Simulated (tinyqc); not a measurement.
Worked calculation: Pariser-Parr-Pople SCF with singles CI, for the molecule c1ccsc1 (SMILES; centres numbered as the heavy atoms are written). One step of it, computed by the program tinyqc.

Task: Iteration 1: Fock matrix. F_rr = H_rr + P_rr gamma_rr / 2 + sum_(s != r) P_ss gamma_rs; F_rs = H_rs - P_rs gamma_rs / 2; E = tr P (H + F) / 2 + core repulsion sum_(r<s) z_r z_s gamma_rs.

P at the start, order 1C, 2C, 3C, 4S, 5C:
$$\begin{pmatrix}
1.185862 & 0.633076 & -0.227796 & -0.261500 & 0.666631 \\
0.633076 & 1.185862 & 0.666631 & -0.261500 & -0.227796 \\
-0.227796 & 0.666631 & 1.191812 & 0.633790 & -0.255402 \\
-0.261500 & -0.261500 & 0.633790 & 1.244652 & 0.633790 \\
0.666631 & -0.227796 & -0.255402 & 0.633790 & 1.191812
\end{pmatrix}$$

core matrix H (eV), order 1C, 2C, 3C, 4S, 5C:
$$\begin{pmatrix}
-43.035410 & -2.440000 & 0.000000 & 0.000000 & -2.440000 \\
-2.440000 & -43.033924 & -2.440000 & 0.000000 & 0.000000 \\
0.000000 & -2.440000 & -45.409719 & -2.070000 & 0.000000 \\
0.000000 & 0.000000 & -2.070000 & -48.904021 & -2.070000 \\
-2.440000 & 0.000000 & 0.000000 & -2.070000 & -45.407828
\end{pmatrix}$$

repulsion gamma_rs (eV), order 1C, 2C, 3C, 4S, 5C:
$$\begin{pmatrix}
11.130000 & 7.552804 & 5.520570 & 5.624616 & 7.552804 \\
7.552804 & 11.130000 & 7.554850 & 5.623872 & 5.518526 \\
5.520570 & 7.554850 & 11.130000 & 7.827217 & 5.519866 \\
5.624616 & 5.623872 & 7.827217 & 13.000000 & 7.828316 \\
7.552804 & 5.518526 & 5.519866 & 7.828316 & 11.130000
\end{pmatrix}$$

Centres (angstrom, eV; a flat drawing with bonds scaled to 1.40 angstrom):
```
centre          x          y  core charge z          W   gamma_rr
1C       1.191000   0.000000              1  11.160000  11.130000
2C       0.368000   1.133000              1  11.160000  11.130000
3C      -0.963000   0.700000              1  11.160000  11.130000
4S      -0.963000  -0.700000              2  22.000000  13.000000
5C       0.368000  -1.133000              1  11.160000  11.130000
```

Give: F; pi energy.

Result:

F (eV), order 1C, 2C, 3C, 4S, 5C:
$$\begin{pmatrix}
-4.8978 & -4.8307 & 0.6288 & 0.7354 & -4.9575 \\
-4.8307 & -4.8972 & -4.9581 & 0.7353 & 0.6285 \\
0.6288 & -4.9581 & -6.9508 & -4.5504 & 0.7049 \\
0.7354 & 0.7353 & -4.5504 & -8.8162 & -4.5508 \\
-4.9575 & 0.6285 & 0.7049 & -4.5508 & -6.9524
\end{pmatrix}$$

pi energy = -85.8474 eV
